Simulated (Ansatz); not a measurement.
Reaction (SMILES): [CH2][SiH3] (CH2-SiH3) → C atom + 5 H atom + Si atom
B3LYP-D3(BJ)/def2-TZVP geometries, fixed; electronic energies without zero-point terms.
Largest species:
```xyz
7

C     -0.0097     0.1411    -1.2607
Si     0.0046    -0.0671     0.5695
H     -0.9250     0.2758    -1.8259
H      0.8972     0.1766    -1.8533
H     -0.0125     1.2498     1.2616
H     -1.1932    -0.8210     1.0128
H      1.2278    -0.7881     0.9952
```
Charge 0, spin multiplicity 2.

Basis-set convergence of the atomisation energy at HF with Ansatz (a quantum-chemistry and plane-wave program). Cartesian d functions, on some or all atoms, in 6-31G*, 6-31+G*, 6-311G**, 6-311+G**; all else is spherical. Open shells are unrestricted. No added dispersion term, no relativity. Functions are those of the species that has most. Reference: the value in def2-QZVPPD, 408.43 kcal/mol, itself unsure by roughly 0.18 kcal/mol (its mean distance from pcseg-3, def2-QZVPP, cc-pV(Q+d)Z). Deviations are taken from unrounded values.

```json
[
 {"basis": "6-31G*", "functions": "44", "atomisation energy (kcal/mol)": "401.41"},
 {"basis": "6-31+G*", "functions": "52", "atomisation energy (kcal/mol)": "400.91"},
 {"basis": "def2-SVP", "functions": "57", "atomisation energy (kcal/mol)": "406.77"},
 {"basis": "def2-SVPD", "functions": "84", "atomisation energy (kcal/mol)": "407.46"},
 {"basis": "pcseg-1", "functions": "57", "atomisation energy (kcal/mol)": "404.85"},
 {"basis": "aug-pcseg-1", "functions": "95", "atomisation energy (kcal/mol)": "405.68"},
 {"basis": "cc-pV(D+d)Z", "functions": "62", "atomisation energy (kcal/mol)": "399.89"},
 {"basis": "aug-cc-pV(D+d)Z", "functions": "100", "atomisation energy (kcal/mol)": "399.93"},
 {"basis": "6-311G**", "functions": "75", "atomisation energy (kcal/mol)": "402.79"},
 {"basis": "6-311+G**", "functions": "83", "atomisation energy (kcal/mol)": "402.73"},
 {"basis": "def2-TZVP", "functions": "98", "atomisation energy (kcal/mol)": "406.93"},
 {"basis": "def2-TZVPD", "functions": "125", "atomisation energy (kcal/mol)": "406.97"},
 {"basis": "pcseg-2", "functions": "134", "atomisation energy (kcal/mol)": "408.37"},
 {"basis": "aug-pcseg-2", "functions": "211", "atomisation energy (kcal/mol)": "408.52"},
 {"basis": "cc-pV(T+d)Z", "functions": "139", "atomisation energy (kcal/mol)": "407.19"},
 {"basis": "aug-cc-pV(T+d)Z", "functions": "216", "atomisation energy (kcal/mol)": "407.30"},
 {"basis": "def2-TZVPP", "functions": "143", "atomisation energy (kcal/mol)": "407.66"},
 {"basis": "def2-TZVPPD", "functions": "170", "atomisation energy (kcal/mol)": "407.70"},
 {"basis": "def2-QZVPP", "functions": "277", "atomisation energy (kcal/mol)": "408.44"},
 {"basis": "def2-QZVPPD", "functions": "304", "atomisation energy (kcal/mol)": "408.43"}
]
```

What the diffuse functions change, pair by pair:
- 6-31G* to 6-31+G*: 8 more functions, deviation -7.02 to -7.52 kcal/mol
- def2-SVP to def2-SVPD: 27 more functions, deviation -1.66 to -0.97 kcal/mol
- pcseg-1 to aug-pcseg-1: 38 more functions, deviation -3.59 to -2.75 kcal/mol
- cc-pV(D+d)Z to aug-cc-pV(D+d)Z: 38 more functions, deviation -8.54 to -8.50 kcal/mol
- 6-311G** to 6-311+G**: 8 more functions, deviation -5.64 to -5.70 kcal/mol
- def2-TZVP to def2-TZVPD: 27 more functions, deviation -1.50 to -1.46 kcal/mol
- pcseg-2 to aug-pcseg-2: 77 more functions, deviation -0.06 to 0.09 kcal/mol
- cc-pV(T+d)Z to aug-cc-pV(T+d)Z: 77 more functions, deviation -1.24 to -1.14 kcal/mol
- def2-TZVPP to def2-TZVPPD: 27 more functions, deviation -0.77 to -0.74 kcal/mol
- def2-QZVPP to def2-QZVPPD: 27 more functions, deviation 0.01 to 0.00 kcal/mol

Leaving out the reference's own pair, they bring the value nearer the reference by more than 0.18 kcal/mol in 2 of 9 pairs.
